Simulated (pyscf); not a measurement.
Optimised with ωB97X-D3(BJ)/def2-SVP in PySCF.

Question: Estimate by transition-state theory the rate constant of H₂N–Si(OH)(OH)–OH + H₂ → HO–SiH(OH)–OH + NH₃ (singlet surface; N–Si, H–H broken, H–Si, H–N formed) at 900 K, with ωB97M-D3(BJ)/def2-TZVP energies (ideal gas, 1 atm, RRHO with modes under 100 cm⁻¹ raised to 100, one conformer, R ln 2 for rigid chiral ones; no tunnelling).

Answer: The electronic barrier is 43.4 kcal/mol and the thermal terms add +30.5, so ΔG‡ = 73.9 kcal/mol. With k_BT/h = 1.88e+13 s⁻¹ and RT = 1.788 kcal/mol, and a volume of 1.23e-19 cm³ per molecule at 1 atm, k = 2.6e-24 cm³ molecule⁻¹ s⁻¹. Wigner's tunnelling factor for 964i cm⁻¹ would be 1.10. A shift of 1 kcal/mol in the barrier changes k by a factor 1.7. On the product side the descent ends in an adduct with a N–Si contact (not fully relaxed), 6.0 kcal/mol under the separated species and 37.3 kcal/mol under the saddle at ωB97X-D3(BJ)/def2-TZVP. What is counted as broken (N–Si) persists as a longer contact in the product adduct; parting that adduct is a step of its own. One saddle was located; it need not be the lowest between these sides.
